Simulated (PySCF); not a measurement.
Compound: PF2PH2, F2H2P2.
SMILES with atom numbers: `[F:1][P:2]([F:3])[PH2:4]` (hydrogens: H5, H6 on P4)

The same species was optimised twice, with GFN2-xTB and with PBE0-D3(BJ)/def2-SVP (PySCF), and the same property calculations (PySCF, gas phase) were run on both structures.

```
  coordinate  GFN2-xTB  PBE0-D3(BJ)/def2-SVP  change
   P2–P4 (Å)     2.195                 2.238  +0.043
   P4–H5 (Å)     1.397                 1.432  +0.035
   P4–H6 (Å)     1.397                 1.432  +0.035
   P2–F3 (Å)     1.621                 1.614  -0.007
   F1–P2 (Å)     1.621                 1.614  -0.007
F1–P2–F3 (°)      94.3                  99.0    +4.7
F3–P2–P4 (°)      97.5                  96.0    -1.5
P2–P4–H6 (°)      89.8                  91.2    +1.4
F1–P2–P4 (°)      97.5                  96.2    -1.3
P2–P4–H5 (°)      89.8                  91.1    +1.3
H5–P4–H6 (°)      92.3                  92.4    +0.1
```

Rotational constants: A = 6905, B = 3340, C = 2666 MHz (GFN2-xTB) against A = 6636, B = 3347, C = 2609 MHz (PBE0-D3(BJ)/def2-SVP). Point groups within 0.08 Å: Cs and Cs. Atoms that the bonding makes alike are paired by their places after alignment.

On the GFN2-xTB structure: HOMO (eV) -7.46 [PBE0/pcSseg-1]; LUMO (eV) -0.86 [PBE0/pcSseg-1]; dipole (D) 2.50 [PBE0/pcSseg-1]; GIAO shielding of F1/F3 (mean) (ppm) 279.0 [PBE0/pcSseg-1]; GIAO shielding of P2 (ppm) -21.3 [PBE0/pcSseg-1]; GIAO shielding of P4 (ppm) 488.6 [PBE0/pcSseg-1].

Question: What do these properties become on the PBE0-D3(BJ)/def2-SVP structure?

Answer: 
```json
{"property": "HOMO (eV)", "level": "PBE0/pcSseg-1", "on GFN2-xTB": "-7.46", "on PBE0-D3(BJ)/def2-SVP": "-7.40", "change": "+0.06"}
{"property": "LUMO (eV)", "level": "PBE0/pcSseg-1", "on GFN2-xTB": "-0.86", "on PBE0-D3(BJ)/def2-SVP": "-0.73", "change": "+0.13"}
{"property": "dipole (D)", "level": "PBE0/pcSseg-1", "on GFN2-xTB": "2.50", "on PBE0-D3(BJ)/def2-SVP": "2.21", "change": "-0.29"}
{"property": "energy, GFN2-xTB geometry as zero (kcal/mol)", "level": "PBE0/pcSseg-1", "on GFN2-xTB": "0.0", "on PBE0-D3(BJ)/def2-SVP": "-1.4", "change": "-1.4"}
{"property": "GIAO shielding of F1/F3 (mean) (ppm)", "level": "PBE0/pcSseg-1", "on GFN2-xTB": "279.0", "on PBE0-D3(BJ)/def2-SVP": "276.8", "change": "-2.2"}
{"property": "GIAO shielding of P2 (ppm)", "level": "PBE0/pcSseg-1", "on GFN2-xTB": "-21.3", "on PBE0-D3(BJ)/def2-SVP": "-7.9", "change": "+13.4"}
{"property": "GIAO shielding of P4 (ppm)", "level": "PBE0/pcSseg-1", "on GFN2-xTB": "488.6", "on PBE0-D3(BJ)/def2-SVP": "472.4", "change": "-16.2"}
```

The heavy atoms differ by 0.040 Å rms after alignment (one structure mirrored). Among all bonds P2–P4 changes most (+0.043 Å). Changes are differences of the printed values. Neither structure is proved a minimum here.

Conformer computed: `[F:1][P:2]([F:3])[PH2:4]`: H–P4–P2–F1 175°, H–P4–P2–F1 83°.
